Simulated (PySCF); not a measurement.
**Atomic charges against the basis set**

C₄H₉NO.
Atom-mapped SMILES: `[CH3:1][CH2:2][CH2:3][C:4]([NH2:5])=[O:6]` (hydrogens: H7, H8, H9 on C1; H10, H11 on C2; H12, H13 on C3; H14, H15 on N5)

PBE0 throughout (PySCF), one geometry, spherical d and f functions. The structure is a single PBE0-D3(BJ)/def2-SVP conformer in the gas phase; no vibrational or solvent corrections. Atoms taken as equivalent share a column and are averaged. The first 7 of 10 kinds of atom are listed.

Mulliken charges (e):

```tsv
basis	functions	C1	C2	C3	C4	N5	O6	H7/H8/H9
STO-3G	39	-0.231	-0.138	-0.164	+0.227	-0.414	-0.253	+0.076
6-31G	72	-0.498	-0.302	-0.409	+0.544	-0.796	-0.460	+0.162
pcSseg-0	72	-0.629	-0.512	-0.558	+0.623	-0.761	-0.524	+0.227
6-31G*	102	-0.530	-0.312	-0.445	+0.599	-0.814	-0.480	+0.171
def2-SVP	129	-0.063	-0.097	-0.125	+0.116	-0.149	-0.271	+0.038
cc-pVDZ	129	-0.075	-0.096	-0.105	+0.138	-0.127	-0.275	+0.040
6-311+G(2d,p)	216	-0.653	-0.110	-0.214	+0.445	-0.494	-0.505	+0.143
aug-cc-pVDZ	219	+0.453	+0.580	+0.443	+0.596	-0.065	-0.595	-0.123
def2-TZVP	240	-0.352	-0.192	-0.245	+0.267	-0.435	-0.356	+0.118
IGLO-III	300	-0.358	-0.175	-0.310	+0.458	-0.393	-0.476	+0.113
cc-pVTZ	306	-0.303	-0.162	-0.211	+0.229	-0.237	-0.327	+0.094
```

IAO charges (e):

```
        basis  functions      C1      C2      C3      C4      N5      O6  H7/H8/H9
       STO-3G         39  -0.392  -0.254  -0.295  +0.227  -0.410  -0.265    +0.131
        6-31G         72  -0.429  -0.252  -0.315  +0.401  -0.514  -0.472    +0.141
     pcSseg-0         72  -0.421  -0.260  -0.323  +0.393  -0.484  -0.462    +0.139
       6-31G*        102  -0.409  -0.240  -0.307  +0.445  -0.515  -0.493    +0.134
     def2-SVP        129  -0.398  -0.234  -0.302  +0.437  -0.501  -0.489    +0.130
      cc-pVDZ        129  -0.408  -0.239  -0.307  +0.441  -0.512  -0.488    +0.133
6-311+G(2d,p)        216  -0.421  -0.248  -0.314  +0.454  -0.534  -0.510    +0.138
  aug-cc-pVDZ        219  -0.419  -0.246  -0.312  +0.452  -0.533  -0.509    +0.137
    def2-TZVP        240  -0.421  -0.248  -0.314  +0.456  -0.532  -0.510    +0.138
     IGLO-III        300  -0.423  -0.249  -0.315  +0.454  -0.535  -0.511    +0.138
      cc-pVTZ        306  -0.422  -0.248  -0.315  +0.455  -0.531  -0.507    +0.138
```

Hirshfeld charges (e):

```csv
basis,functions,C1,C2,C3,C4,N5,O6,H7/H8/H9
STO-3G,39,-0.042,-0.008,-0.026,+0.146,-0.184,-0.221,+0.013
6-31G,72,-0.100,-0.051,-0.060,+0.174,-0.177,-0.300,+0.033
pcSseg-0,72,-0.101,-0.051,-0.066,+0.178,-0.174,-0.286,+0.033
6-31G*,102,-0.101,-0.052,-0.060,+0.169,-0.174,-0.300,+0.033
def2-SVP,129,-0.112,-0.063,-0.075,+0.177,-0.174,-0.290,+0.036
cc-pVDZ,129,-0.109,-0.061,-0.073,+0.169,-0.173,-0.283,+0.035
"6-311+G(2d,p)",216,-0.115,-0.072,-0.079,+0.165,-0.180,-0.291,+0.039
aug-cc-pVDZ,219,-0.122,-0.076,-0.084,+0.171,-0.183,-0.287,+0.041
def2-TZVP,240,-0.118,-0.071,-0.080,+0.169,-0.182,-0.291,+0.039
IGLO-III,300,-0.122,-0.075,-0.083,+0.170,-0.184,-0.288,+0.041
cc-pVTZ,306,-0.119,-0.071,-0.080,+0.172,-0.182,-0.289,+0.039
```

Q: Which scheme is steadiest as the basis changes?

A: Largest range over the bases for any column: Hirshfeld 0.08 e, IAO 0.25 e, Mulliken 1.11 e. Hirshfeld charges move least and Mulliken charges most, counted in e. Without the minimal STO-3G basis the ranges are Hirshfeld 0.02, IAO 0.06, Mulliken 1.11 e.

Q: How much do the charges still move between the two largest bases, IGLO-III and cc-pVTZ?

A: At most, over all atoms: Mulliken 0.229 e, IAO 0.005 e, Hirshfeld 0.004 e.

Q: What do the same runs give for the total energy, the frontier levels and the dipole moment?

A: 
```csv
basis,energy (Eh),HOMO (eV),LUMO (eV),μ (D)
STO-3G,-283.8566,-3.57,4.50,2.68
6-31G,-287.4225,-7.03,1.08,3.78
pcSseg-0,-286.8379,-7.21,0.99,3.79
6-31G*,-287.5007,-6.94,1.27,3.55
def2-SVP,-287.3030,-7.09,1.10,3.61
cc-pVDZ,-287.5268,-6.98,1.20,3.50
"6-311+G(2d,p)",-287.5986,-7.36,0.02,3.65
aug-cc-pVDZ,-287.5502,-7.33,-0.32,3.60
def2-TZVP,-287.6211,-7.29,0.79,3.62
IGLO-III,-287.6293,-7.34,0.46,3.61
cc-pVTZ,-287.6135,-7.23,0.88,3.57
```

The dipole is fixed by the density alone, so its range of 1.11 D shows that the density itself changes with the basis, not only its division among atoms.
